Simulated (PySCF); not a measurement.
Species: C4H4N2.
Numbering: `[CH3:1][CH:2]([C:3]#[N:4])[C:5]#[N:6]` (hydrogens: H7, H8, H9 on C1; H10 on C2)

Cartesian coordinates in Å at the PBE0-D3(BJ)/def2-SVP level; atoms count from 1:
```xyz
10
C4H4N2 angstrom
C     -1.0036   -0.3103    0.5082
C      0.1285    0.3017   -0.3322
C      0.7896   -0.7104   -1.1646
N      1.2713   -1.5273   -1.8251
C      1.1087    1.0012    0.5062
N      1.8465    1.5668    1.1929
H     -0.6055   -1.0641    1.2006
H     -1.5017    0.4774    1.0890
H     -1.7383   -0.7886   -0.1532
H     -0.2955    1.0536   -1.0218
```

The closed-shell ground state was solved at several levels (PySCF, density fitting, gas phase, non-relativistic).

```csv
level,basis functions,HOMO (eV),LUMO (eV),gap (eV),dipole (D)
PBE0/pcSseg-1,122,-9.94,-0.45,9.49,4.28
wB97X-D/pcSseg-2,272,-11.81,1.19,13.00,4.38
B3LYP/pcJ-1,202,-9.68,-0.69,8.99,4.26
```

(1) Estimate the row for wB97X-D/def2-SVPD, a basis of 152 functions; the other rows only guide the guess.

(2) Over all these levels, which gives the widest orbital gap and which the narrowest?

(3) How far do the dipole and the HOMO energy spread over the levels?

Answers

(1) HOMO -11.88 eV, LUMO 1.26 eV, gap 13.14 eV, dipole 4.36 D.

(2) wB97X-D/def2-SVPD (range-separated hybrid) has the widest, 13.14 eV, and B3LYP/pcJ-1 (global hybrid, 20 % exact exchange) the narrowest, 8.99 eV. Functional and basis both differ between the two, so the spread mixes both effects.

(3) The dipole runs from 4.26 to 4.38 D (mean 4.32 D) and the HOMO from -11.88 to -9.68 eV.
